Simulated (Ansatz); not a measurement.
## Equilibrium of BH2Cl + H2O ⇌ BH2(OH) + HCl at process temperatures

Gas-phase species: BH2Cl `BCl`, singlet; H2O (water) `O`, singlet; BH2(OH), singlet; HCl (hydrogen chloride), singlet. The partners trade Cl for OH: B–Cl and H–OH bonds give way to B–OH and H–Cl.

The electronic reaction energy at CCSD(T)/CBS estimate is -44.4 kJ/mol. Shapes: PBE0-D4/def2-TZVP. Programs: Ansatz 0.2.0. Enthalpy and entropy come from rigid-rotor, harmonic-oscillator sums on unscaled PBE0-D4/def2-TZVP wavenumbers, ideal gases at 1 bar. Symmetry numbers: BH2Cl 2, H2O 2, BH2(OH) 1, HCl 1. R = 8.3145 J/(mol K).

| T (K) | ΔH (kJ/mol) | ΔS (J/(mol K)) |
| --- | --- | --- |
| 600 | -46.6 | -6.2 |
| 800 | -46.1 | -5.5 |
| 1000 | ? | ? |

Question: Work out ln K at 600 and 800 K, and from these estimate it at 1000 K.

Answer: 
1. 600 K: ΔG = -46.6 − 600 × (-6.2)/1000 = -42.9 kJ/mol; ln K = −ΔG/RT = +8.60.
2. 800 K: ΔG = -46.1 − 800 × (-5.5)/1000 = -41.7 kJ/mol; ln K = −ΔG/RT = +6.27.
3. Slope against 1000/T: (+6.27 − (+8.60))/(1.2500 − 1.6667) = +5.59, that is −ΔH/R with ΔH near -46 kJ/mol.
4. 1000 K: ln K = +8.60 + (+5.59) × (1.0000 − 1.6667) = +4.87.

The full sums give ΔH = -45.2 kJ/mol, ΔS = -4.6 J/(mol K), ΔG = -40.6 kJ/mol and ln K = +4.88 at 1000 K, so the line is off by -0.01 in ln K; without rounding the miss is -0.02, from the change of ΔH with temperature. The products are favoured over this whole range. An error of 10 kJ/mol in the energy moves ln K by 1.2 at 1000 K. Other reactions of these species are left aside. The CBS estimate extrapolates MP2 from def2-TZVPP and def2-QZVPP and adds CCSD(T) − MP2 in the triple-zeta set, cores frozen.
